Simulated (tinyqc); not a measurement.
Geometry optimisation on the RHF/sto-3g surface (energies and gradients from PySCF), for OH-, spin multiplicity 1, step by step. The basis has no diffuse functions, so it cannot describe the extra electron: this is an exercise in the method, not the real anion. Computed by tinyqc, a small Python program that keeps every step (integrals from PySCF). Settings: charge = -1, multiplicity = 1, basis = sto-3g, optimiser = sd, first Hessian = 0.3, largest step = 0.5, iteration cap = 30. Command: `OMP_NUM_THREADS=1 python tinyqc.py 29580 29581 out.jsonl` (the two numbers bound the seeds that draw the settings). One thread of a shared host (Intel(R) Xeon(R) Processor @ 2.60GHz), about 2 s of CPU time with the checks.

positions at the start (bohr):
```
,x,y,z
1O,0.000000,0.000000,0.000000
2H,0.000000,0.000000,1.600598
```

Stop when the largest gradient component is below 3e-5 hartree/bohr.

Course of the optimisation:
```
step,E (hartree),largest gradient (hartree/bohr)
1,-74.01414348,3.07e-01
2,-74.05351696,6.87e-02
3,-74.05883869,8.03e-02
4,-74.04782099,7.82e-02
5,-74.05990702,7.19e-02
6,-74.05098908,7.34e-02
7,-74.05917801,7.77e-02
8,-74.04883041,7.67e-02
9,-74.05964808,7.40e-02
10,-74.05022409,7.46e-02
11,-74.05932925,7.65e-02
12,-74.04927945,7.61e-02
13,-74.05953993,7.48e-02
14,-74.04990396,7.51e-02
15,-74.05939789,7.60e-02
16,-74.04948306,7.58e-02
17,-74.05949250,7.52e-02
18,-74.04976347,7.53e-02
19,-74.05942894,7.57e-02
20,-74.04957510,7.56e-02
21,-74.05947140,7.54e-02
22,-74.04970097,7.54e-02
23,-74.05944292,7.56e-02
24,-74.04961656,7.56e-02
25,-74.05946198,7.55e-02
26,-74.04967303,7.55e-02
27,-74.05944921,7.56e-02
28,-74.04963519,7.55e-02
29,-74.05945776,7.55e-02
30,-74.04966052,7.55e-02
```

Can the last value be used, and what does the course show?

Not by the stop rule. Not converged within 30 steps: the energy rises at some steps, so steps overshoot. Reruns: method bfgs, first Hessian 0.6, largest step 0.3: converged in 4 (E = -74.06502).
